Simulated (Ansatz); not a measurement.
# C₃H₉NO: one species, many methods

The task here is to estimate one member of a computed series from the others.

Computed with Ansatz 0.2.0, Gaussian basis. Level: functionals in def2-TZVPP, the program's frozen cores in correlated methods.

The runs, in order: LDA (SPW92), PBE-D4, revPBE-D4, BLYP-D4, r2SCAN-D4, B97M-V, PBE0-D4, B3LYP-D4, r2SCANh-D4, r2SCAN0-D4, HSE06-D4, BHLYP-D4, CAM-B3LYP-D4, LC-ωPBE, ωB97X-V, ωB97M-V, B2PLYP, PBE-QIDH; CCSD(T)/def2-SVP; CCSD(T)/def2-TZVPP; MP2/def2-QZVPP; extrapolation to the limit; RPA on PBE.

## The geometry

The geometry comes from an earlier relaxation with PBE0-D4 in a triple-zeta def2 set; it is a stationary point, not always the lowest conformer.

SMILES `CC(O)CN`, 14 atoms, charge 0, spin multiplicity 1.

Atoms are counted from 1 here; the program's logs count them from 0.

Bond lengths: C1–C2 1.509 Å, C1–H6 1.093 Å, C1–H7 1.091 Å, C1–H8 1.093 Å, C2–O3 1.408 Å, C2–C4 1.522 Å, C2–H9 1.105 Å, O3–H10 0.969 Å, C4–N5 1.457 Å, C4–H11 1.094 Å, C4–H12 1.099 Å, N5–H13 1.010 Å, N5–H14 1.012 Å. Angles: C2–C1–H6 110.9°, C2–C1–H7 110.3°, C2–C1–H8 110.2°, H6–C1–H7 108.4°, H6–C1–H8 108.8°, H7–C1–H8 108.1°, C1–C2–O3 108.9°, C1–C2–C4 112.4°, C1–C2–H9 108.8°, O3–C2–C4 109.3°, O3–C2–H9 109.6°, C4–C2–H9 107.9°, C2–O3–H10 104.6°, C2–C4–N5 108.9°, C2–C4–H11 108.1°, C2–C4–H12 109.8°, N5–C4–H11 108.0°, N5–C4–H12 114.2° and more.

Set-up of the first run:

File in.yaml:

```yaml
crystal:
  periodic: [false, false, false]
  atoms:
    - {symbol: C, position_ang: [-1.718765, 0.317726, 0.512547]}
    - {symbol: C, position_ang: [-0.334776, 0.537408, -0.047667]}
    - {symbol: O, position_ang: [0.364832, 1.417912, 0.799077]}
    - {symbol: C, position_ang: [0.448756, -0.760485, -0.181435]}
    - {symbol: N, position_ang: [1.818585, -0.447237, -0.566473]}
    - {symbol: H, position_ang: [-2.303255, -0.338874, -0.136714]}
    - {symbol: H, position_ang: [-2.245420, 1.268858, 0.604243]}
    - {symbol: H, position_ang: [-1.656175, -0.133369, 1.506012]}
    - {symbol: H, position_ang: [-0.424911, 0.984232, -1.054541]}
    - {symbol: H, position_ang: [1.299549, 1.263521, 0.594586]}
    - {symbol: H, position_ang: [0.475915, -1.244250, 0.799840]}
    - {symbol: H, position_ang: [-0.069135, -1.438976, -0.873952]}
    - {symbol: H, position_ang: [2.447909, -1.212833, -0.370813]}
    - {symbol: H, position_ang: [1.883792, -0.242732, -1.555809]}
basis:
  gaussian: {orbitals: def2-TZVPP}
hamiltonian: {xc: lda}
output: {orbitals: {seedname: orbitals}}
```

The run is started by

```sh
$ ansatz run in.yaml --threads 4 --pin off --events-out ev --progress --plain --max-ram 10444MiB
```

Steps of the session up to this table: LDA; PBE-D4 (GGA); revPBE-D4 (GGA); BLYP-D4 (GGA); r2SCAN-D4 (meta-GGA); B97M-V (meta-GGA); B3LYP-D4 (hybrid); r2SCANh-D4 (hybrid); r2SCAN0-D4 (hybrid); HSE06-D4 (hybrid); BHLYP-D4 (hybrid); CAM-B3LYP-D4 (range-separated); LC-ωPBE (range-separated); ωB97X-V (range-separated); ωB97M-V (range-separated); B2PLYP (double hybrid); PBE-QIDH (double hybrid).

One of the session's tables, all rows but one given; the rest of the session is left out.

It belongs to the step «Frontier levels by functional». 

```
  functional  HOMO (eV)  LUMO (eV)  gap (eV)
 LDA (SPW92)      -5.80      -0.08      5.72
      PBE-D4      -5.66       0.05      5.70
   revPBE-D4      -5.59       0.11      5.70
     BLYP-D4      -5.59       0.00      5.59
   r2SCAN-D4      -5.97       0.83      6.80
      B97M-V      -6.14       0.27      6.41
     PBE0-D4      -7.21       0.87      8.08
    B3LYP-D4      -6.99       0.50      7.50
  r2SCANh-D4      -6.56       1.07      7.62
  r2SCAN0-D4      -7.43       1.40      8.83
    HSE06-D4      -6.80       0.51      7.31
    BHLYP-D4      -8.71       1.45     10.15
CAM-B3LYP-D4      -8.70       1.60     10.30
     LC-ωPBE          ?          ?         ?
     ωB97X-V      -9.71       2.73     12.44
     ωB97M-V      -9.63       2.25     11.89
```

**Question.** Estimate the row for LC-ωPBE.

**Answer.** HOMO (eV): -10.03; LUMO (eV): 2.92; gap (eV): 12.95. In the column «HOMO (eV)» it is the lowest.
